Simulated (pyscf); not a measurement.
Optimised with ωB97X-D3(BJ)/def2-SVP in PySCF.

Question: What is the homolytic dissociation enthalpy (298 K, ωB97M-D3(BJ)/def2-TZVP) of the H–W bond of F–WH(=S)=S, to [F–W(=S)=S]• + H•?

Answer: H–W to [F–W(=S)=S]• + H•: 74.8 kcal/mol. The 7 functionals that were run give +69.5 (M06-2X) to +76.7 kcal/mol (B3LYP-D3(BJ)). The radicals are drawn with the spin at the cut bond; how far it spreads was not checked. Other isomers of [F–W(=S)=S]• were not searched in full and may lie lower. Open-shell species with a d-block atom are single-reference here; other states, and whether the spin sits on metal or ligand, were not checked. Elements past Kr carry the def2 core potentials, without spin-orbit coupling.
